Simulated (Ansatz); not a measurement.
Worked example: the enthalpy of formation of C3H3NO (oxazole)

C3H3NO: 8 atoms, total charge 0, spin state singlet. As SMILES, `c1cocn1`. The coordinates come from a PBE0-D4/def2-TZVP relaxation.

Total energies at wB97X/def2-SVP (Ansatz 0.2.0); the atoms run unrestricted:

```
species    state  energy (Eh)
 C3H3NO  singlet  -245.825132
      C  triplet   -37.801741
      O  triplet   -74.982531
      N  quartet   -54.527044
      H  doublet    -0.500604
```

Harmonic wavenumbers at PBE0-D4/def2-TZVP, in cm⁻¹: 636, 672, 776, 859, 892, 921, 936, 1094, 1118, 1153, 1190, 1277, 1379, 1553, 1601, 3278, 3285, 3314.

Measured heats of formation of the gaseous atoms at 298.15 K, in kJ/mol: C 716.9, O 249.2, N 472.4, H 218.0. Spin-orbit lowering of the atoms at 298 K (mean of the ground term's levels less their thermal mean, from spectra), in kJ/mol: C 0.02, O 0.40. Take 1 Eh = 2625.50 kJ/mol, 1 cm⁻¹ = 0.0119627 kJ/mol, RT = 2.479 kJ/mol.

Work out the heat of formation of the gas at 298 K.


1. Electronic atomisation energy: 3 × (-37.801741) + (-74.982531) + (-54.527044) + 3 × (-0.500604) − (-245.825132) = 1.408522 Eh = 3698.1 kJ/mol.
2. Zero-point energy: half the sum of the wavenumbers, 12967 cm⁻¹ = 155.1 kJ/mol.
3. Thermal vibrational enthalpy, Σ hcν̃/(exp(hcν̃/kT) − 1): 1.8 kJ/mol. Translation, rotation and pV of a non-linear molecule: 4 RT = 9.9 kJ/mol.
4. The 8 free atoms carry 5/2 RT each: 49.6 kJ/mol.
5. Spin-orbit coupling lowers the free atoms by 3 × 0.02 + 0.40 = 0.5 kJ/mol.
6. Atomisation enthalpy at 298 K: 3698.1 − 0.5 − 155.1 − 1.8 − 9.9 + 49.6 = 3580.4 kJ/mol.
7. Sum of the atoms' heats of formation: 3526.3 kJ/mol. Heat of formation: 3526.3 − 3580.4 = -54.1 kJ/mol.

The tabulated value is -15.5 kJ/mol (CRC Handbook of Chemistry and Physics), so this level is off by -38.6 kJ/mol, or 1.1 % of the atomisation enthalpy. Anharmonicity and any spin-orbit splitting of the molecule are left out.
